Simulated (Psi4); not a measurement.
# UM05/jun-cc-pVTZ (density fitting) run of CH2BN− (SMILES [BH2-]C#N)

Aim: energy and one-electron properties of CH2BN−. The job is set up through a Python script.

The calculation is run with Psi4 1.11.

## (1) Starting point

The species is CH2BN− (5 atoms), meant as a doublet with charge -1. SMILES: `[BH2-]C#N`. The shape is that of a GFN2-xTB optimisation.

Bond lengths: B1–C2 1.464 Å, C2–N3 1.188 Å, B1–H4 1.209 Å, B1–H5 1.209 Å. Angles: B1–C2–N3 179.9°, C2–B1–H4 120.8°, C2–B1–H5 120.8°, H4–B1–H5 118.3°.

## (2) Energy and one-electron properties at UM05/jun-cc-pVTZ (density fitting)

ch2bn.xyz reads:

```xyz
5
CH2BN
B     -0.479260     0.201310    -0.246440
C      0.740110    -0.310900     0.381160
N      1.729380    -0.727540     0.890010
H     -0.889380    -0.271730    -1.280950
H     -1.100840     1.108860     0.256220
```

run.py reads:

```python
import psi4

psi4.set_memory(1600000000)
psi4.set_num_threads(1)
psi4.set_output_file('ch2bn.out', False)

with open('ch2bn.xyz') as f:
    atoms = ''.join(f.readlines()[2:])
molecule = psi4.geometry('-1 2\n' + atoms + '')

options = {'basis': 'jun-cc-pVTZ', 'reference': 'uks', 'scf_type': 'mem_df', 'df_scf_guess': False, 'guess': 'gwh', 'maxiter': 80}
psi4.set_options(options)

energy_value, wavefunction = psi4.energy('m05', return_wfn=True)
psi4.oeprop(wavefunction, 'MBIS_CHARGES', 'DIPOLE')
print('E =', round(energy_value, 9))
```

Started as:

```bash
$ python run.py
```

Q: Predict the results. Wanted: total energy; HOMO energy; LUMO energy; ⟨S²⟩.

Answer, from the run:

Level: UM05/jun-cc-pVTZ (density fitting).

| quantity | value |
| --- | --- |
| total energy | -118.86051 Eh |
| HOMO energy (highest over α and β) | 0.83 eV |
| LUMO energy (lowest over α and β) | 3.14 eV |
| ⟨S²⟩ | 0.760 |

What this shows: The HOMO lies at positive energy, 0.83 eV; only total energies tell whether the electron is bound.
